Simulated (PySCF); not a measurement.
Species: CH₈Si₂.
InChI=1S/CH8Si2/c1-3-2/h3H2,1-2H3

Method used: TDDFT CAM-B3LYP/def2-SVPD, vertical, gas phase, core orbitals frozen in the response in PySCF. Geometry: PBE0-D3(BJ)/def2-SVP; no solvent, vibrations or thermal averaging.

Broadening: Gaussians 0.5 eV wide at half height, area fixed by f = 4.319×10⁻⁹ ∫ε dν̃. The width is an assumption, not a result. The curve ends short of the highest state used, and states not computed would add to its high-energy end.

(λ (nm), ε (L mol⁻¹ cm⁻¹)): (149.7, 20664), (150.5, 22736), (151.3, 24700), (152.1, 26411), (152.9, 27698), (153.7, 28394), (154.5, 28377), (155.3, 27595), (156.1, 26085), (156.9, 23963), (157.7, 21406), (158.5, 18624), (159.3, 15819), (160.1, 13166), (161.0, 10519), (161.8, 8542), (162.6, 6940), (163.4, 5693), (164.2, 4758), (165.0, 4080), (165.8, 3602), (166.6, 3271), (167.4, 3047), (168.2, 2892), (169.0, 2783), (169.8, 2698), (170.6, 2624), (171.4, 2548), (172.2, 2463), (173.0, 2362), (173.8, 2243), (174.6, 2104), (175.4, 1946), (176.2, 1773), (177.0, 1590), (177.8, 1403), (178.6, 1216), (179.4, 1037), (180.2, 868), (181.1, 697), (181.9, 563), (182.7, 447), (183.5, 349), (184.3, 268), (185.1, 203), (185.9, 151), (186.7, 110), (187.5, 80), (188.3, 57), (189.1, 40), (189.9, 28), (190.7, 19), (191.5, 13), (192.3, 8), (193.1, 6), (193.9, 4)

Question: Where are the band maxima, and which computed states make them?

Answer: 154 nm (8.05 eV), ε about 28000, made up of S4 (87%) (ε in L mol⁻¹ cm⁻¹; maxima over ε = 5, shares over 10%). The states used: S1 7.14 eV (f 0.034); S2 7.49 eV (f 0.027); S3 7.59 eV (f 0.0094); S4 8.01 eV (f 0.470); S5 8.11 eV (f 0.0072); S6 8.37 eV (f 0.171); S7 8.39 eV (f 0.016); S8 8.49 eV (f 0.0066); S9 8.80 eV (f 0.027); S10 8.88 eV (f 0.0033).

Question: Coming from long wavelengths, where does ε first pass 100 L mol⁻¹ cm⁻¹?

Answer: At about 187 nm (6.63 eV), 0.51 eV below S1.

Question: On this curve, what absorbance would a 10⁻³ mol/L sample give at 193 nm over a 1 cm path?

Answer: 193 nm is 6.424 eV, where ε is about 5.8 L mol⁻¹ cm⁻¹, so A = ε c l ≈ 0.0058 (Beer–Lambert, with the gas-phase spectrum and the assumed width).

Question: What would ε be at 8.05 eV, the highest of these maxima, with half the width (0.25 eV)?

Answer: About 47500 L mol⁻¹ cm⁻¹ against 28500, a factor of about 1.7; a lone state at its own centre would give exactly 2.

The vertical ionisation energy (ΔSCF) is 10.16 eV, 1.28 eV above S10.

On an Arm Neoverse V2 with one thread (shared host), this took 24 s of wall time.
